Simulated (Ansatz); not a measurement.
Species, as SMILES: F[CH]F, doublet.
Atoms: C1, F2, F3, H4. Bonds: C1-F2, C1-F3, C1-H4.

How fast the optimised C1-F2 bond length converges with the basis for several methods (Ansatz, a quantum-chemistry and plane-wave program): deviation from each method's own reference, in Å. References: B3LYP 1.3285 Å, the value in def2-QZVPPD; HF 1.3044 Å, the value in def2-QZVPPD; MP2 1.3237 Å, the value in def2-QZVPP; PBE 1.3380 Å, the value in def2-QZVPPD. Cartesian d functions, on some or all atoms, in 6-31G*; all else is spherical. In correlated methods cores are frozen. Core-valence sets carry the plain set on hydrogen. Open shells are unrestricted. No added dispersion term, no relativity. The reference of a correlated method is not its basis-set limit, which lies further on.

```csv
basis,functions,B3LYP,HF,MP2,PBE
def2-SVP,47,___,0.0009,0.0001,-0.0051
6-31G*,47,___,0.0095,0.0147,0.0042
6-311+G**,72,___,0.0046,0.0059,0.0043
pcseg-2,104,___,0.0011,0.0024,0.0009
def2-TZVPP,107,___,0.0012,0.0019,0.0004
def2-TZVPPD,134,___,0.0013,0.0033,0.0009
cc-pCVTZ,143,___,0.0011,0.0007,-0.0001
cc-pVQZ,195,___,0.0002,-0.0003,-0.0002
```

Task: Some entries are withheld; supply them.

Result: 
- def2-SVP, B3LYP: -0.0041
- 6-31G*, B3LYP: 0.0052
- 6-311+G**, B3LYP: 0.0045
- pcseg-2, B3LYP: 0.0012
- def2-TZVPP, B3LYP: 0.0008
- def2-TZVPPD, B3LYP: 0.0010
- cc-pCVTZ, B3LYP: 0.0003
- cc-pVQZ, B3LYP: 0.0000

Mean absolute deviation over 6-311+G**, pcseg-2, def2-TZVPP, def2-TZVPPD, cc-pCVTZ: PBE 0.0013, B3LYP 0.0015, HF 0.0019, MP2 0.0028 Å.
